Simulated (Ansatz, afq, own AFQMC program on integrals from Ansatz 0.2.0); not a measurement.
Integrals from Ansatz 0.2.0, then the random walk in our own AFQMC program (afq).

```yaml
crystal:
  periodic: [false, false, false]
  atoms:
    - {symbol: Si, position_ang: [0.000000, -0.035961, 1.165412]}
    - {symbol: Al, position_ang: [0.000000, -0.011793, -1.224879]}
    - {symbol: H, position_ang: [0.000000, 1.317723, 0.315431]}
basis:
  gaussian: {orbitals: cc-pVTZ}
magnetization: {spin_polarized: true, initial_magnetization: 2}
correlation: {method: ccsd_t, electrons: outside_noble_gas, hamiltonian_folder: ham}
```

```sh
$ ansatz run in.yaml --threads 1 --pin off --events-out ev --progress --plain --max-ram 16896MiB --backend cuda --devices 0, --max-vram 18GiB
```

Options of the walk:

```
--method free --trial cisd --walkers 1400 --time-step 0.03 --max-blocks 4000 --target-error 0.00034 --factor-cut 1e-05 --seed 5977 --times 0,0.3,0.6,1.2,1.8,2.4,3.6,4.8,6 --taylor-order 8
```

Times are imaginary, in 1/Eh. The walk had a cap of 116 s.

Output of the walk:

```
orbitals 72  electrons 5 3  factors 480 of 504
reference energy -531.37569455 Eh
CCSD correlation -0.17671979 Eh in 13 cycles, weight of the determinant in the CISD state 0.8413
repeat  energy at the last time / Eh  error
    10  -531.565177  0.000508
    20  -531.564727  0.000417
    30  -531.564744  0.000323
time / (1/Eh)  energy / Eh  error  mean overlap
  0.00  -531.552445  0.000027  1.1893
  0.30  -531.557275  0.000055  1.1860
  0.60  -531.559803  0.000068  1.1828
  1.20  -531.561989  0.000090  1.1864
  1.80  -531.563062  0.000116  1.1936
  2.40  -531.563557  0.000094  1.1973
  3.60  -531.564217  0.000167  1.1972
  4.80  -531.564371  0.000190  1.2048
  6.00  -531.564815  0.000322  1.2012
energy -531.564815 +/- 0.000322 Eh
```

The run passed its tests (error under three times the target), which doesn't prove that it has relaxed.

Against this walk (error 8.8 meV) on the same determinant: CCSD(T) 76.8 meV higher, CCSDT(Q) 8.2 meV higher (within the noise). The error is statistical, and a free projection of finite length keeps a remainder of its start. The last points still move (meV from the last: 48 ± 3 at 1.80, 34 ± 3 at 2.40, 16 ± 5 at 3.60, 12 ± 5 at 4.80, 0 ± 9 at 6.00), but the last one has reached CCSDT(Q) within the noise or passed it, so little can be left to fall.

Cautions: remainder of the start not in the error; lower spins were not checked; unrestricted determinant slightly spin contaminated (⟨S²⟩ 2.09 against 2.00).

The walk took 65 s on 1 × NVIDIA H100 80GB HBM3 with 2 threads of AMD EPYC 7R13 Processor (Zen 3), on a shared host (the card was shared). The log's last line is the free-projection energy.

CCSDT and higher add their correlation energy to the determinant of the CCSD(T) run, since their own runs factorise the integrals more tightly (a shift of under 2 meV). A walk keeps the symmetry of its determinant, which the program's search chose and which needn't be the lowest solution, so a lower state of the same spin and another symmetry isn't excluded.
